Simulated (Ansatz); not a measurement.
**Other spins and charges of H2N–C, quartet at one geometry**

Geometry (PBE0/def2-TZVP stationary point for this spin, not checked as a minimum):

```xyz
4

N     0.0000    0.0000    0.5481
C     0.0000    0.0000   -0.8171
H     0.0000    0.8633    1.0602
H     0.0000   -0.8633    1.0602
```

Basis cc-pVDZ; Ansatz 0.2.0. Correlated methods freeze the noble-gas cores. R marks a restricted (for open shells ROHF) determinant, U an unrestricted one. Active spaces: valence = (11e, 10o) chosen from the atoms' valence shells.

Gaps are energies of the second state less the first, at fixed atoms, for a selection of the levels run; each method lands on the state that its own search finds for that charge and spin.

Unrestricted rows (U, and Kohn–Sham where it breaks symmetry) aren't spin-pure: their determinants' ⟨S²⟩ exceeds S(S+1) by up to 0.39, so they mix in states of higher spin. For open shells CISD is restricted-active-space CI with the open shells as a complete middle space. A value is left out where its run failed or describes another state than the reference as far as symmetry and spin tell, or, spin-broken singlets apart, can't be checked.

Removing an electron, to the quintet: 10.807 eV at UCCSDT(Q).

```
                   level  gap (eV)  error (meV)
                     UHF     9.384        -1423
                    UMP2    10.859           52
                    CISD    10.582         -225
                UCCSD(T)    10.799           -8
                 BCCD(T)    10.800           -7
                  RCCSDT    10.800           -7
  NEVPT2 (valence space)    10.636         -171
MRCISD+Q (valence space)    10.797          -10
                    PBE0    11.173          366
                 RPA-PBE    11.096          289
```

Removing an electron, to the triplet: 6.769 eV at UCCSDT(Q).

```json
{"level": "RHF", "gap (eV)": "7.213", "error (meV)": "444", "⟨S²⟩ where 0.1 over S(S+1) (first / second)": "– / –"}
{"level": "UHF", "gap (eV)": "6.863", "error (meV)": "94", "⟨S²⟩ where 0.1 over S(S+1) (first / second)": "– / 2.39"}
{"level": "UMP2", "gap (eV)": "7.273", "error (meV)": "504", "⟨S²⟩ where 0.1 over S(S+1) (first / second)": "– / 2.39"}
{"level": "RCCSD", "gap (eV)": "6.902", "error (meV)": "133", "⟨S²⟩ where 0.1 over S(S+1) (first / second)": "– / –"}
{"level": "RCCSDT", "gap (eV)": "6.780", "error (meV)": "11", "⟨S²⟩ where 0.1 over S(S+1) (first / second)": "– / –"}
{"level": "RCCSDT(Q)", "gap (eV)": "6.771", "error (meV)": "2", "⟨S²⟩ where 0.1 over S(S+1) (first / second)": "– / –"}
{"level": "r2SCAN", "gap (eV)": "7.261", "error (meV)": "492", "⟨S²⟩ where 0.1 over S(S+1) (first / second)": "– / –"}
{"level": "B3LYP", "gap (eV)": "7.147", "error (meV)": "378", "⟨S²⟩ where 0.1 over S(S+1) (first / second)": "– / –"}
{"level": "B2PLYP", "gap (eV)": "6.987", "error (meV)": "218", "⟨S²⟩ where 0.1 over S(S+1) (first / second)": "– / –"}
{"level": "RPA-PBE", "gap (eV)": "6.896", "error (meV)": "127", "⟨S²⟩ where 0.1 over S(S+1) (first / second)": "– / –"}
```

Sextet less quartet: 7.727 eV at UCCSDT(Q).

```
  level  gap (eV)  error (meV)
   CISD     7.582         -145
  RCCSD     7.702          -25
 RCCSDT     7.723           -4
 UCCSDT     7.722           -5
    PBE     7.743           16
   PBE0     7.696          -31
  B3LYP     7.795           68
wB97M-V     7.943          216
 B2PLYP     7.822           95
RPA-PBE     7.690          -37
```

Doublet less quartet: -3.662 eV at UCCSDT(Q).

| level | gap (eV) | error (meV) |
| --- | --- | --- |
| RHF | -2.480 | 1182 |
| CISD | -3.361 | 301 |
| RCCSD(T) | -3.648 | 14 |
| UCCSD(T) | -3.647 | 15 |
| UCCSDT | -3.656 | 6 |
| CASSCF (valence space) | -3.704 | -42 |
| NEVPT2 (valence space) | -3.475 | 187 |
| MRCISD+Q (valence space) | -3.633 | 29 |
| r2SCAN | -3.372 | 290 |
| PBE0 | -3.559 | 103 |

In so small a basis the reference is far from its limit while semilocal and hybrid functionals are nearer theirs (RPA and double hybrids share much of the reference's basis error), so the functionals' errors here hold much of the reference's basis and frozen-core error, which can add to them or hide them.

Full CI isn't at hand for all of this; UCCSDT(Q) serves as the reference, and is uncertain by about the last step of the cluster series. The frozen core follows each run's orbitals, which can shift R against U totals by a few meV.
